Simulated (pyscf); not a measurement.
## Routes from :HSi–PH₂ (SMILES [SiH]P) [singlet]

Candidate steps break at most two bonds and form at most two. Each was searched with GFN2-xTB (tblite) first. Optimised with ωB97X-D3(BJ)/def2-SVP in PySCF. Energies: ωB97M-D3(BJ)/def2-TZVP, kcal/mol, from the reactant's lowest minimum found, singlet surface; ΔG‡ with ideal gas, 1 atm, RRHO with modes under 100 cm⁻¹ raised to 100, one conformer, R ln 2 for chiral ones without a mode under 150 cm⁻¹.

```tsv
products	type	ΔE‡	ΔE	ΔG‡ 298 K	ΔG‡ 900 K	ν‡ (cm⁻¹)
H₂Si=PH	hydrogen shift	25.2	-11.4	24.5	26.6	1032i
:Si=PH [singlet] + H₂	elimination	34.7	+16.8	33.4	35.6	1352i
```

Plain bond fissions and candidates not yet searched are not listed, and one of them may be faster. Each barrier is that of the saddle found; lower ones may exist. A restricted solution here is unstable towards spin polarisation, so biradical character is likely and single-reference numbers are less safe.
